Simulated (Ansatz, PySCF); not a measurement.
Noncovalent pair: HF (SMILES F) (first 2 atoms) with HF (SMILES F); geometry from A24 set.
(charge 0, multiplicity 1):
```json
[
 {"atom": "H", "x (Å)": "0.0000", "y (Å)": "0.8027", "z (Å)": "1.6953"},
 {"atom": "F", "x (Å)": "0.0000", "y (Å)": "-0.0460", "z (Å)": "1.3403"},
 {"atom": "H", "x (Å)": "0.0000", "y (Å)": "-0.1204", "z (Å)": "-0.4908"},
 {"atom": "F", "x (Å)": "0.0000", "y (Å)": "0.0098", "z (Å)": "-1.4042"}
]
```

Monomers are frozen at their geometry in the pair; levels with a basis set take the counterpoise correction.

Cores are frozen in the correlated methods. CBS(a, b) extrapolates the correlation energy as X⁻³ and adds the Hartree–Fock energy of set b.

Programs: Ansatz (Gaussian basis) for Hartree–Fock, density functionals and correlated methods; PySCF for the dispersion terms. Each number belongs to the level named beside it.

The comparison value is -198.3 meV (computed benchmark interaction energy, Řezáč and Hobza, A24 set). It is a level with limits of its own, not the exact answer.

Problem. Order these levels by how close they come to the comparison value for the interaction energy, closest first: wB97X-V/def2-TZVPPD, PBE-D3(BJ)/def2-TZVPPD, r2SCAN-D3(BJ)/def2-TZVPPD. Give each level's value less the comparison value.

Solution. wB97X-V/def2-TZVPPD (-0.9 meV), PBE-D3(BJ)/def2-TZVPPD (-9.1 meV), r2SCAN-D3(BJ)/def2-TZVPPD (-18.0 meV)

Ansatz is a program for electronic structure.
